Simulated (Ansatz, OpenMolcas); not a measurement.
Worked example: the enthalpy of formation of SiH3OF (SMILES O[SiH2]F)

SiH3OF: 6 atoms, total charge 0, spin state singlet. As SMILES, `O[SiH2]F`. The coordinates come from a PBE0-D4/def2-TZVP relaxation. This is one conformer, not always the lowest.

Total energies at M06-L/aug-cc-pVDZ (OpenMolcas 26.06); the atoms run unrestricted:

```
species    state  energy (Eh)
 SiH3OF  singlet  -466.454524
      O  triplet   -75.068613
     Si  triplet  -289.356092
      F  doublet   -99.727991
      H  doublet    -0.501696
```

Harmonic wavenumbers at PBE0-D4/def2-TZVP, in cm⁻¹: 243, 334, 646, 759, 833, 874, 916, 968, 987, 2247, 2292, 3928.

Measured heats of formation of the gaseous atoms at 298.15 K, in kJ/mol: O 249.2, Si 450.0, F 79.4, H 218.0. Spin-orbit lowering of the atoms at 298 K (mean of the ground term's levels less their thermal mean, from spectra), in kJ/mol: O 0.40, Si 0.44, F 1.29. Take 1 Eh = 2625.50 kJ/mol, 1 cm⁻¹ = 0.0119627 kJ/mol, RT = 2.479 kJ/mol.

Q: Work out the heat of formation of the gas at 298 K.

A: 
1. Electronic atomisation energy: (-75.068613) + (-289.356092) + (-99.727991) + 3 × (-0.501696) − (-466.454524) = 0.796740 Eh = 2091.8 kJ/mol.
2. Zero-point energy: half the sum of the wavenumbers, 7513.5 cm⁻¹ = 89.9 kJ/mol.
3. Thermal vibrational enthalpy, Σ hcν̃/(exp(hcν̃/kT) − 1): 3.6 kJ/mol. Translation, rotation and pV of a non-linear molecule: 4 RT = 9.9 kJ/mol.
4. The 6 free atoms carry 5/2 RT each: 37.2 kJ/mol.
5. Spin-orbit coupling lowers the free atoms by 0.40 + 0.44 + 1.29 = 2.1 kJ/mol.
6. Atomisation enthalpy at 298 K: 2091.8 − 2.1 − 89.9 − 3.6 − 9.9 + 37.2 = 2023.5 kJ/mol.
7. Sum of the atoms' heats of formation: 1432.6 kJ/mol. Heat of formation: 1432.6 − 2023.5 = -590.9 kJ/mol.

No measured value is set beside it here. Anharmonicity and any spin-orbit splitting of the molecule are left out.
